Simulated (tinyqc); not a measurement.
Inside a calculation (part 2 of 2). Method: ROHF in the sto-3g basis, for LiH, spin multiplicity 3. Computed by tinyqc, a small Python program that keeps every step (integrals from PySCF). Command: `OMP_NUM_THREADS=1 python tinyqc.py 28767 28768 out.jsonl` (the two numbers bound the seeds that draw the settings). One thread of a shared host (Intel(R) Xeon(R) Processor @ 2.60GHz), about 0.06 s of CPU time with the checks.

Geometry (angstrom):
```
atom         x         y         z
Li    0.000000  0.000000  0.000000
H     0.000000  0.000000  2.783000
```

## Iteration 3: Roothaan effective Fock matrix

F(alpha) (hartree), order 1Li 1s, 1Li 2s, 1Li 2px, 1Li 2py, 1Li 2pz, 2H 1s:
```
[[-2.361167, -0.631299, 0.000000, 0.000000, 0.005535, -0.011066],
 [-0.631299, -0.330418, 0.000000, 0.000000, -0.063838, -0.102754],
 [0.000000, 0.000000, 0.133455, 0.000000, 0.000000, 0.000000],
 [0.000000, 0.000000, 0.000000, 0.133455, 0.000000, 0.000000],
 [0.005535, -0.063838, 0.000000, 0.000000, 0.091728, -0.151617],
 [-0.011066, -0.102754, 0.000000, 0.000000, -0.151617, -0.447890]]
```

F(beta) (hartree), order 1Li 1s, 1Li 2s, 1Li 2px, 1Li 2py, 1Li 2pz, 2H 1s:
```
[[-2.329155, -0.640153, 0.000000, 0.000000, 0.004610, -0.011176],
 [-0.640153, -0.078273, 0.000000, 0.000000, 0.027423, -0.017440],
 [0.000000, 0.000000, 0.193327, 0.000000, 0.000000, 0.000000],
 [0.000000, 0.000000, 0.000000, 0.193327, 0.000000, 0.000000],
 [0.004610, 0.027423, 0.000000, 0.000000, 0.190949, -0.014673],
 [-0.011176, -0.017440, 0.000000, 0.000000, -0.014673, 0.329687]]
```

D(alpha) after iteration 2, order 1Li 1s, 1Li 2s, 1Li 2px, 1Li 2py, 1Li 2pz, 2H 1s:
```
[[1.059127, -0.247400, 0.000000, 0.000000, -0.071191, 0.053055],
 [-0.247400, 1.034703, 0.000000, 0.000000, 0.273710, -0.230717],
 [0.000000, 0.000000, 0.000000, 0.000000, 0.000000, 0.000000],
 [0.000000, 0.000000, 0.000000, 0.000000, 0.000000, 0.000000],
 [-0.071191, 0.273710, 0.000000, 0.000000, 0.074495, -0.016187],
 [0.053055, -0.230717, 0.000000, 0.000000, -0.016187, 1.028441]]
```

D(beta) after iteration 2, order 1Li 1s, 1Li 2s, 1Li 2px, 1Li 2py, 1Li 2pz, 2H 1s:
```
[[0.982187, 0.034531, 0.000000, 0.000000, 0.003689, -0.004434],
 [0.034531, 0.001214, 0.000000, 0.000000, 0.000130, -0.000156],
 [0.000000, 0.000000, 0.000000, 0.000000, 0.000000, 0.000000],
 [0.000000, 0.000000, 0.000000, 0.000000, 0.000000, 0.000000],
 [0.003689, 0.000130, 0.000000, 0.000000, 0.000014, -0.000017],
 [-0.004434, -0.000156, 0.000000, 0.000000, -0.000017, 0.000020]]
```

overlap S, order 1Li 1s, 1Li 2s, 1Li 2px, 1Li 2py, 1Li 2pz, 2H 1s:
```
[[1.000000, 0.241137, 0.000000, 0.000000, 0.000000, 0.003739],
 [0.241137, 1.000000, 0.000000, 0.000000, 0.000000, 0.152315],
 [0.000000, 0.000000, 1.000000, 0.000000, 0.000000, 0.000000],
 [0.000000, 0.000000, 0.000000, 1.000000, 0.000000, 0.000000],
 [0.000000, 0.000000, 0.000000, 0.000000, 1.000000, 0.233658],
 [0.003739, 0.152315, 0.000000, 0.000000, 0.233658, 1.000000]]
```

With projectors Pc = D(beta) S, Po = (D(alpha) - D(beta)) S, Pv = 1 - D(alpha) S, the block xy is Px^T F Py; with Fc = (F(alpha) + F(beta))/2, the blocks are Fc for cc, oo, vv and cv, F(beta) for co and F(alpha) for ov.

effective F (hartree), order 1Li 1s, 1Li 2s, 1Li 2px, 1Li 2py, 1Li 2pz, 2H 1s:
```
[[-2.344885, -0.639649, 0.000000, 0.000000, 0.004716, -0.011015],
 [-0.639649, -0.200182, 0.000000, 0.000000, -0.031179, -0.068282],
 [0.000000, 0.000000, 0.163391, 0.000000, 0.000000, 0.000000],
 [0.000000, 0.000000, 0.000000, 0.163391, 0.000000, 0.000000],
 [0.004716, -0.031179, 0.000000, 0.000000, 0.151189, -0.051659],
 [-0.011015, -0.068282, 0.000000, 0.000000, -0.051659, -0.062013]]
```

## Iteration 3: diagonalisation and new density

X, order 1Li 1s, 1Li 2s, 1Li 2px, 1Li 2py, 1Li 2pz, 2H 1s:
```
[[1.023117, -0.126954, 0.000000, 0.000000, -0.002635, 0.013232],
 [-0.126954, 1.032761, 0.000000, 0.000000, 0.014728, -0.082871],
 [0.000000, 0.000000, 1.000000, 0.000000, 0.000000, 0.000000],
 [0.000000, 0.000000, 0.000000, 1.000000, 0.000000, 0.000000],
 [-0.002635, 0.014728, 0.000000, 0.000000, 1.021731, -0.122956],
 [0.013232, -0.082871, 0.000000, 0.000000, -0.122956, 1.031290]]
```

Diagonalise F' = X^T F X, C = X C', fill 3 alpha and 1 beta electrons from the bottom; D(s) = C_occ C_occ^T. Each column has its largest component positive (the first on a tie).

F' = X^T F X (hartree):
```
[[-2.291735, -0.355807, 0.000000, 0.000000, 0.005105, 0.017188],
 [-0.355807, -0.073350, 0.000000, 0.000000, -0.019720, -0.058352],
 [0.000000, 0.000000, 0.163391, 0.000000, 0.000000, 0.000000],
 [0.000000, 0.000000, 0.000000, 0.163391, 0.000000, 0.000000],
 [0.005105, -0.019720, 0.000000, 0.000000, 0.169140, -0.065206],
 [0.017188, -0.058352, 0.000000, 0.000000, -0.065206, -0.040230]]
```

orbital energies (hartree): [-2.347435, -0.105080, 0.028508, 0.163391, 0.163391, 0.187832]

coefficients C, order 1Li 1s, 1Li 2s, 1Li 2px, 1Li 2py, 1Li 2pz, 2H 1s:
```
[[0.991172, -0.154219, -0.238453, 0.000000, 0.000000, -0.001855],
 [0.034393, 0.550914, 0.885822, 0.000000, 0.000000, 0.020643],
 [0.000000, 0.000000, 0.000000, 0.947375, -0.320125, 0.000000],
 [0.000000, 0.000000, 0.000000, 0.320125, 0.947375, 0.000000],
 [-0.000804, 0.146313, -0.068611, 0.000000, 0.000000, 1.016445],
 [-0.003208, 0.722767, -0.637179, 0.000000, 0.000000, -0.396636]]
```

D(alpha) after iteration 3, order 1Li 1s, 1Li 2s, 1Li 2px, 1Li 2py, 1Li 2pz, 2H 1s:
```
[[1.063065, -0.262099, 0.000000, 0.000000, -0.007000, 0.037293],
 [-0.262099, 1.089370, 0.000000, 0.000000, 0.019801, -0.166354],
 [0.000000, 0.000000, 0.000000, 0.000000, 0.000000, 0.000000],
 [0.000000, 0.000000, 0.000000, 0.000000, 0.000000, 0.000000],
 [-0.007000, 0.019801, 0.000000, 0.000000, 0.026116, 0.149471],
 [0.037293, -0.166354, 0.000000, 0.000000, 0.149471, 0.928399]]
```

D(beta) after iteration 3, order 1Li 1s, 1Li 2s, 1Li 2px, 1Li 2py, 1Li 2pz, 2H 1s:
```
[[0.982422, 0.034089, 0.000000, 0.000000, -0.000797, -0.003179],
 [0.034089, 0.001183, 0.000000, 0.000000, -0.000028, -0.000110],
 [0.000000, 0.000000, 0.000000, 0.000000, 0.000000, 0.000000],
 [0.000000, 0.000000, 0.000000, 0.000000, 0.000000, 0.000000],
 [-0.000797, -0.000028, 0.000000, 0.000000, 0.000001, 0.000003],
 [-0.003179, -0.000110, 0.000000, 0.000000, 0.000003, 0.000010]]
```

Within a degenerate level the vectors are fixed only up to a rotation; this is one choice.

## Iteration 16 (converged): orbitals

converged F (hartree), order 1Li 1s, 1Li 2s, 1Li 2px, 1Li 2py, 1Li 2pz, 2H 1s:
```
[[-2.345170, -0.639940, 0.000000, 0.000000, -0.004476, -0.011716],
 [-0.639940, -0.207883, 0.000000, 0.000000, 0.011340, -0.064901],
 [0.000000, 0.000000, 0.163544, 0.000000, 0.000000, 0.000000],
 [0.000000, 0.000000, 0.000000, 0.163544, 0.000000, 0.000000],
 [-0.004476, 0.011340, 0.000000, 0.000000, 0.169303, -0.053195],
 [-0.011716, -0.064901, 0.000000, 0.000000, -0.053195, -0.122554]]
```

As before.

F' = X^T F X (hartree):
```
[[-2.292044, -0.355201, 0.000000, 0.000000, -0.009840, 0.016959],
 [-0.355201, -0.081166, 0.000000, 0.000000, 0.025576, -0.054477],
 [0.000000, 0.000000, 0.163544, 0.000000, 0.000000, 0.000000],
 [0.000000, 0.000000, 0.000000, 0.163544, 0.000000, 0.000000],
 [-0.009840, 0.025576, 0.000000, 0.000000, 0.188836, -0.065153],
 [0.016959, -0.054477, 0.000000, 0.000000, -0.065153, -0.103709]]
```

orbital energies (hartree): [-2.347752, -0.139899, -0.009487, 0.163544, 0.163544, 0.209054]

coefficients C, order 1Li 1s, 1Li 2s, 1Li 2px, 1Li 2py, 1Li 2pz, 2H 1s:
```
[[0.991094, -0.101927, -0.259540, 0.000000, 0.000000, -0.055231],
 [0.034690, 0.354294, 0.959824, 0.000000, 0.000000, 0.204468],
 [0.000000, 0.000000, 0.000000, -0.318589, 0.947893, 0.000000],
 [0.000000, 0.000000, 0.000000, 0.947893, 0.318589, 0.000000],
 [0.002350, 0.043644, -0.189024, 0.000000, 0.000000, 1.010760],
 [-0.003778, 0.876254, -0.426635, 0.000000, 0.000000, -0.368600]]
```

D(alpha) after iteration 16, order 1Li 1s, 1Li 2s, 1Li 2px, 1Li 2py, 1Li 2pz, 2H 1s:
```
[[1.060018, -0.250844, 0.000000, 0.000000, 0.046940, 0.017671],
 [-0.250844, 1.047989, 0.000000, 0.000000, -0.165885, -0.099175],
 [0.000000, 0.000000, 0.000000, 0.000000, 0.000000, 0.000000],
 [0.000000, 0.000000, 0.000000, 0.000000, 0.000000, 0.000000],
 [0.046940, -0.165885, 0.000000, 0.000000, 0.037640, 0.118879],
 [0.017671, -0.099175, 0.000000, 0.000000, 0.118879, 0.949853]]
```

D(beta) after iteration 16, order 1Li 1s, 1Li 2s, 1Li 2px, 1Li 2py, 1Li 2pz, 2H 1s:
```
[[0.982268, 0.034381, 0.000000, 0.000000, 0.002329, -0.003744],
 [0.034381, 0.001203, 0.000000, 0.000000, 0.000082, -0.000131],
 [0.000000, 0.000000, 0.000000, 0.000000, 0.000000, 0.000000],
 [0.000000, 0.000000, 0.000000, 0.000000, 0.000000, 0.000000],
 [0.002329, 0.000082, 0.000000, 0.000000, 0.000006, -0.000009],
 [-0.003744, -0.000131, 0.000000, 0.000000, -0.000009, 0.000014]]
```

Within a degenerate level the vectors are fixed only up to a rotation; this is one choice.

## Convergence

Stop when the energy changes by less than 1e-08 hartree and every element of the error matrix X^T (F D S - S D F) X is below 3e-05.

Course of the cycle:
```
iteration  E (hartree)     change  largest element of the error matrix
1          -1.87273134          -                             1.71e-01
2          -7.20686565  -5.33e+00                             2.36e-01
3          -7.75990507  -5.53e-01                             4.05e-02
4          -7.77353589  -1.36e-02                             2.68e-02
5          -7.77743707  -3.90e-03                             9.71e-03
6          -7.77840401  -9.67e-04                             5.70e-03
7          -7.77866795  -2.64e-04                             2.85e-03
8          -7.77874032  -7.24e-05                             1.59e-03
9          -7.77876050  -2.02e-05                             8.24e-04
10         -7.77876618  -5.68e-06                             4.47e-04
11         -7.77876779  -1.61e-06                             2.35e-04
12         -7.77876824  -4.54e-07                             1.26e-04
13         -7.77876837  -1.29e-07                             6.68e-05
14         -7.77876841  -3.64e-08                             3.56e-05
15         -7.77876842  -1.03e-08                             1.89e-05
16         -7.77876842  -2.91e-09                             1.01e-05
```

PySCF ROHF in the same basis = -7.77876842 hartree

Converged in 16 iterations.

## Populations, bond orders and dipole

Mulliken: Z minus the diagonal of D S on the atom; Loewdin: the same with S^(1/2) D S^(1/2); Mayer order: 2 sum_s sum (D(s) S)_ij (D(s) S)_ji over the two atoms.

Charges (e):
```
atom   Mulliken    Loewdin  Mulliken spin
1Li   -0.037431  -0.052721       1.037388
2H     0.037431   0.052721       0.962612
```

Mayer bond orders:
```
pair     order
2-1   0.071976
```

dipole moment about the origin, x y z (debye): [0.000000, 0.000000, 1.863430]
